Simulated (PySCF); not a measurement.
## How methods differ on the ionisation energy of C

C [He] 2s2 2p2 [2p1/2^2, M_J = 0] → C⁺ [He] 2s2 2p1 [2p1/2^1, M_J = 1/2], as a difference of total energies. Computed with PySCF 2.14 in x2c-TZVPall-2c, with the two-component X2C-1e Hamiltonian. Correlated levels: 1s2 frozen. "Screened" scales the spin-orbit matrix elements by Boettger's factors to mimic the two-electron term; Breit and QED terms are absent.

| method | ionisation energy (eV) |
| --- | --- |
| GHF (spin-free) | 10.692 |
| GMP2 (spin-free) | 11.240 |
| GHF (screened spin-orbit) | 10.689 |
| GMP2 (screened spin-orbit) | 11.237 |

Problem. How much does correlation contribute at GMP2 (screened spin-orbit)?

Solution. 11.237 − (10.689) = 0.548 eV, measured against GHF (screened spin-orbit).

Errors of the correlated levels include the incompleteness of this basis and the frozen core.

The labels give the starting determinants; with spin-orbit coupling the two ends relaxed to ⟨J²⟩ = 2.00, ⟨L²⟩ = 2.00, ⟨S²⟩ = 2.01 and ⟨J²⟩ = 1.06, ⟨L²⟩ = 2.02, ⟨S²⟩ = 0.76.

The determinant of C and of C⁺ mixes levels of different J (the jj label is only the starting occupation), so the difference between spin-free and spin-orbit rows is not the physical spin-orbit shift.

For comparison: 11.260 eV (measured; NIST Atomic Spectra Database, ionization energies).
